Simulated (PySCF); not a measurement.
Gas-phase reaction: 4 Si(CH₃)₄ → 4 H₂CSiH₂ + 2 C₃H₇ (n-propyl) + 3 C₂H₆. Level: ωB97X-V/def2-TZVP†; standard pressure 1 bar.

Energies from PySCF, thermal terms from the rigid-rotor harmonic-oscillator model, ideal gas at 1 bar. † marks an energy on the PBE0/def2-TZVP geometry and frequencies. Open shells (unrestricted): C₃H₇ (n-propyl) (multiplicity 2); the rest are closed-shell singlets. No R ln 2 is added for the mirror-image form of C₃H₇ (n-propyl). H₂CSiH₂: computed as isolated molecules; such fragments, hydroxides, amides, oligomers or adducts are transient or little studied in the gas. The harmonic model lacks anharmonicity and excited electronic states, which grow with temperature; levels with a mode under 35 cm⁻¹ are left out. Internal rotation in Si(CH₃)₄, C₃H₇ (n-propyl), C₂H₆ is treated as a harmonic vibration of one conformer, which makes the entropy rough.

```tsv
T (K)	1000/T (1/K)	log10 K
1000	1.0000	-44.32
1200	0.8333	?
1400	0.7143	-20.95
1600	0.6250	-13.75
1800	0.5556	-8.20
2000	0.5000	-3.81
```

### Question
Fit log10 K = a + b·(1000/T) to the five rows, get the mean ΔH° and ΔS°, and predict log10 K at 1200 K.

### Answer
Means: 1000/T = 0.6790, log10 K = -18.206. Sums of products about the means: Sxy = -12.53171, Sxx = 0.154472, so b = Sxy/Sxx = -81.13 and a = -18.206 − (-81.13)×0.6790 = 36.88.
ΔH° = −R ln 10 × 1000 K × b = −19.145 × (-81.13) = 1553 kJ; ΔS° = R ln 10 × a = 706 J/K. The run's own values go from 1578 kJ and 730 J/K at 1000 K to 1507 kJ and 680 J/K at 2000 K.
Prediction at 1200 K: 36.88 + (-81.13)×0.8333 = -30.73. The computed value is -30.64, 0.09 from the line.
For scale, ΔH°(298 K) is 1627 kJ at this level, 1615 kJ at ωB97M-V/def2-TZVP†, and runs from 945 to 1690 kJ over the 18 levels computed.
